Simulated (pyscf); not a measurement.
PySCF, gas phase, ωB97X-D3(BJ)/def2-SVP geometries.

**Question.** Estimate the classical barrier height and the reaction energy of F–GeH₂–O–GeH₃ + H₂ → H₃Ge–O–GeH₃ + HF at ωB97M-D3(BJ)/def2-TZVP. The step runs on the singlet surface, breaks F–Ge, H–H and forms Ge–H, F–H; take the separated reactants as zero.

**Answer.** ΔE‡ = 2.01 eV, ΔE = +0.65 eV. Zero-point energy shifts the barrier by +0.10 eV. It is a four-centre exchange, with an imaginary mode of 1099i cm⁻¹. At the saddle there is also a short Ge–H contact that neither side keeps. This is the saddle that the search found; another between the same sides may lie lower. Elements up to Kr have no core potential and no relativistic terms here.
